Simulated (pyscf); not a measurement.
Homolytic dissociation enthalpies at 298 K of Ge–N, N–Si, N–Sn bonds in 8 gas-phase molecules, in kJ/mol. Single points on ωB97X-D3(BJ)/def2-SVP structures (PySCF, gas phase). MP2 and CC: frozen core, UHF for open shells. ΔMP2 is the change of the MP2 total energy from the triple- to the quadruple-zeta basis. Both columns use the same structures and thermal terms. Rows were drawn at random from the closed-shell molecules with such a bond whose radicals are computed, keep their shape and have no isomer in the data more than 5 kcal/mol lower.

```
row          molecule             radicals  r²SCAN/def2-TZVP  CCSD(T)/def2-TZVPP + ΔMP2(QZVPP)
---  ----------------  -------------------  ----------------  --------------------------------
1        H₂N–GeH₂–NH₂     NH₂• + H₂N–GeH₂•             334.0                                 ?
2        H₂N–GeH(F)–F      NH₂• + F–GeH•–F             363.4                             399.1
3    H₂N–SiH(NH₂)–NH₂  NH₂• + H₂N–SiH•–NH₂             436.1                             466.3
4      H₂N–SiH(Cl)–Cl    NH₂• + Cl–SiH•–Cl             428.0                             457.3
5            H₂N–GeH₃         NH₂• + GeH₃•             332.0                             358.6
6     H₂N–SiH₂–O–SiH₃  NH₂• + •H₂Si–O–SiH₃             433.3                             460.0
7          H₂N–SiH₂–I       NH₂• + •H₂Si–I             410.6                             436.7
8        H₂N–SnH(F)–F      NH₂• + F–SnH•–F             289.3                             326.1
```

**Question.** Fit a line that carries the r²SCAN values to the last column and predict row 1.

**Answer.** In the 7 complete rows the last column lies 26.1 to 36.8 kJ/mol from r²SCAN (mean 30.2, median 29.3). Least squares gives y = 45.6 + 0.96·x with residuals of 3.4 kJ/mol (root mean square). For row 1: 45.6 + 0.96 × 334.0 = 366.2 kJ/mol. The computed value is 367.5 kJ/mol, 1.3 over the line. The CCSD(T) − MP2 part came from Ansatz, without density fitting, on the same reference. The frozen core leaves the outer d or s,p core shells of the metals and heavy elements correlated in the MP2 and CC values, and def2-TZVPP describes them poorly, which can shift differences by a few kcal/mol. Elements up to Kr have no core potential and no relativistic terms here. Elements past Kr carry the def2 core potentials, without spin-orbit coupling.
